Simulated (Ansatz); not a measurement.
# AlB, triplet in cc-pVDZ: errors against full CI

Geometry: a point of a stretch scan, not a stationary point.

```
atom   x (Å)   y (Å)   z (Å)
   B  0.0000  0.0000  0.0000
  Al  0.0000  0.0000  1.8600
```

Basis cc-pVDZ; Ansatz 0.2.0. Only valence electrons are correlated (noble-gas cores frozen), which leaves 6 electrons in 26 orbitals. R marks a restricted (for open shells ROHF) determinant, U an unrestricted one. Active spaces: pair = (4e, 4o) about the gap; valence = (6e, 8o) chosen from the atoms' valence shells.

Full CI is exact within this basis and frozen core; it isn't the basis-set limit. The frozen core follows each run's orbitals, which can shift R against U totals by a few meV.

Unrestricted rows (U) aren't spin-pure: their determinants' ⟨S²⟩ exceeds S(S+1) by up to 0.73, so they mix in states of higher spin. HF rows are the lowest solutions found. Coupled cluster chose its determinant by trial CCSD, here up to 0.08 eV above the lowest Hartree–Fock solution of its kind, and MP2 stands on that determinant too.

The UHF ⟨S²⟩ is 2.735. The T1 diagnostic (RCCSD) is 0.0708 and the largest doubles amplitude (RCCSD) is 0.185. The T1 diagnostic (UCCSD) is 0.0935.

| level | E − E(RHF) (eV) |
| --- | --- |
| UHF | -0.6536 |
| RMP2 | -2.7435 |
| UMP2 | -2.7141 |
| RCCSD | -3.6734 |
| UCCSD* | -3.6407 |
| RCCSD(T) | -3.9128 |
| UCCSD(T)* | -3.8439 |

(1) Estimate how far full CI in cc-pVDZ lies from RCCSD(T). The table doesn't fix it; the size of (T) and the diagnostics are the guide.

(1) Full CI in cc-pVDZ lies 85 meV below RCCSD(T), which is 35 % of the (T) step (-239 meV). T1 is raised, a doubles amplitude is large, and the rest is a large part of (T). The miss exceeds 1 kcal/mol.

The other levels:

| level | E − E(full CI) (meV) | share of correlation (%) | wall time |
| --- | --- | --- | --- |
| BCCD(T) | 101 | 97.48 | 6 s |
| RCCSDT | 22 | 99.45 | – |
| UCCSDT | 27 | 99.33 | – |
| RCCSDT(Q) | 4 | 99.91 | 13 s |
| UCCSDT(Q) | -1 | 100.03 | 12 s |
| CASSCF (pair space) | 3178 | 20.51 | – |
| NEVPT2 (pair space) | 929 | 76.77 | 2.8 s |
| MRCISD (pair space) | 373 | 90.67 | – |
| MRCISD+Q (pair space) | 75 | 98.12 | 3.2 s |
| CASSCF (valence space) | 1723 | 56.90 | – |
| NEVPT2 (valence space) | 422 | 89.43 | 4.5 s |
| MRCISD (valence space) | 74 | 98.15 | – |
| MRCISD+Q (valence space) | -9 | 100.23 | 6 s |

An asterisk marks runs whose energy the program itself flagged as in doubt.

The correlation energy at full CI, counted from RHF, is -3.998 eV. That run took 57 s on 1 thread of Arm Neoverse N1, shared host over 1,689,344 determinants.

Run but not shown, since their state or frozen core can't be matched to the reference's or they repeat it: CISD.

Times hold each run's SCF and search for its determinant on a shared host, so for small cases they say little of a method's own cost; they ran on 1 thread of Arm Neoverse N1.

Not variational, and here over 5 meV under the exact energy: MRCISD+Q (valence space).

The full-CI state has the irrep A2 of C2v, in the program's axes (one component, if the state is degenerate).

Natural occupations of full CI about the gap: 1.928 1.758 0.963 0.963 0.189 0.055 0.055 0.021 0.008 0.008; effectively unpaired electrons, Σ n²(2−n)², 2.34.
